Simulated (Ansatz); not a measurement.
**Multireference treatment of O3, singlet**

Computed with Ansatz's Gaussian-basis code (development build). Basis cc-pVDZ, nonrelativistic, 3 orbitals frozen in the corrections. State-specific CASSCF; RHF is the lowest restricted (open-shell) Hartree–Fock solution met. Solutions may break the symmetry of the shape. The lowest solution met needn't be the lowest there is, nor hold the orbitals that a chemist would pick.

Geometry:

```
atom   x (Å)    y (Å)    z (Å)
   O  0.0000   0.0000  -0.4540
   O  0.0000   1.1456   0.2270
   O  0.0000  -1.1456   0.2270
```

Question: What do CASSCF and its corrections give against RHF in CAS(12,9), and what are the occupations?

Answer: CASSCF -7.005 eV, SC-NEVPT2 -17.134 eV; occupations 1.99, 1.99, 1.96, 1.94, 1.93, 1.73, 0.31, 0.08, 0.06.
